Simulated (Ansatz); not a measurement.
Tetragonal perovskite BaTiO₃ (room-temperature form, which distorts further on cooling), treated with r²SCAN+rVV10 (PAW; Ansatz, a quantum-chemistry and plane-wave program).

Settings: plane-wave cutoff 500 eV, 10×10×10 k mesh, Fermi–Dirac smearing 0.05 eV, no spin polarisation, scalar-relativistic PAW data made under PBE.

Cell (relaxed at this level):

```
CELL_PARAMETERS angstrom
      3.96689     0.00000     0.00000
      0.00000     3.96689     0.00000
      0.00000     0.00000     4.06613
ATOMIC_POSITIONS crystal
  Ba 0.50000 0.50000 0.58223
  Ti 0.00000 0.00000 0.09911
  O  0.00000 0.50000 0.06396
  O  0.50000 0.00000 0.06396
  O  0.00000 0.00000 0.55074
```

### Question
What does this level give for the band gap?

### Answer

- band gap = 2.23 eV (on the SCF k mesh)

Note: the relaxation could not lower the start's symmetry, so the cell can be a saddle point above a distorted one.

Spin–orbit coupling is not included.

Static lattice: no zero-point or thermal effects.

It cost roughly 7 core-minutes of CPU time.
